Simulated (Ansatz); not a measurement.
A made-up structure of AlH₂SO, doublet:

| atom | x (Å) | y (Å) | z (Å) |
| --- | --- | --- | --- |
| O1 | -0.5531 | -0.1810 | -0.2611 |
| Al2 | -0.9905 | -0.7140 | 1.3269 |
| S3 | 1.4192 | 0.7114 | -0.4661 |
| H4 | -1.1844 | -0.2943 | -0.9887 |
| H5 | 1.7000 | 0.5482 | 0.8397 |

It is relaxed with PBE-D4/def2-SVP and then PBE0-D4/def2-TZVP (Ansatz 0.2.0). Atoms count as bonded within 1.22 times the sum of their covalent radii (H–H: 0.88 Å). The end point is not checked to be a true minimum.

Question: Does its bonding change? (Judge from chemistry; the calculation decides.)

Answer: The calculation gives: Yes. Formed: Al2–S3; broken: none.

Where it ends: The first stage lowers the energy by 2.56 eV in 18 steps. It ends as AlH₂SO ([OH][Al][SH]):
```
atom    x (Å)    y (Å)    z (Å)
  O1  -1.5455  -0.5718  -0.2978
 Al2  -0.2727  -0.2674   0.7777
  S3   1.5832   0.6445  -0.0005
  H4  -1.5452  -0.3840  -1.2359
  H5   2.1712   0.6490   1.2072
```

Labels in which every atom is bracketed show which atoms are joined, not bond orders.

For scale, one of the runs: PBE0-D4/def2-TZVP relaxation, 117 basis functions, launched by `ansatz run in.yaml --threads 2 --pin off --events-out ev --progress --plain --max-ram 4352MiB`. The run took about 15 s on 2 CPU threads of an Arm Neoverse V2 (shared host).
